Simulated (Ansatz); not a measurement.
Results of HSE06-D3(BJ) (Ansatz, a program for electronic structure, plane waves, PAW) for hcp Cd.

Run with plane-wave cutoff 460 eV, 12×12×6 k mesh (along the axes of the cell as run), Fermi–Dirac smearing 0.05 eV, scalar-relativistic PAW data made under PBE.

Computed at the level's own relaxed cell.

Task: Give the computed equilibrium lattice constant a and lattice parameter c.

Result: 
- equilibrium lattice constant a = 2.920 Å
- lattice parameter c = 5.644 Å

Measured, for comparison: lattice constant a 2.979 Å, lattice parameter c 5.617 Å (293 K, not corrected to a static lattice; as tabulated in Wikipedia's data pages). Computed (rounded) less measured: lattice constant a -2.0 %, lattice parameter c +0.5 %. A static lattice is as a rule a little smaller and stiffer than an uncorrected measurement, which narrows the difference in the lattice constant a and would widen misses of the other sign.

Static lattice: no zero-point or thermal effects.
